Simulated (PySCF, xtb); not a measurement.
Bonds broken one at a time in the series Ga SH-H. Gas-phase values, no solvent. One relaxed conformer stands for each flexible species; it need not be the lowest. Strings in code marks are SMILES.

Quantity: homolytic bond dissociation enthalpy at 298 K (no spin–orbit term), in kcal/mol. Thermal and zero-point terms are GFN2-xTB rigid-rotor harmonic values (xtb).

A: S–Ga bond of `[SH][GaH][SH]` (H–S–Ga–S torsion 0°, S–Ga–S–H torsion 180°), giving `[SH]` and `[SH][GaH]` (H–S–Ga–H torsion 180°)
B: S–Ga bond of `[SH][GaH2]` (H–S–Ga–H torsion 180°), giving `[GaH2]` and `[SH]`
C: S–Ga bond of `[SH][Ga]([SH])[SH]`, giving `[SH]` and `[SH][Ga][SH]` (H–S–Ga–S torsion -180°, S–Ga–S–H torsion 0°)

Problem. Put the candidates in order of homolytic bond dissociation enthalpy at 298 K (no spin–orbit term), lowest first, for PBE/6-31G* // PBE0-D4/def2-TZVP (PySCF).

Solution. C (78.5 kcal/mol), A (81.1 kcal/mol), B (85.6 kcal/mol)
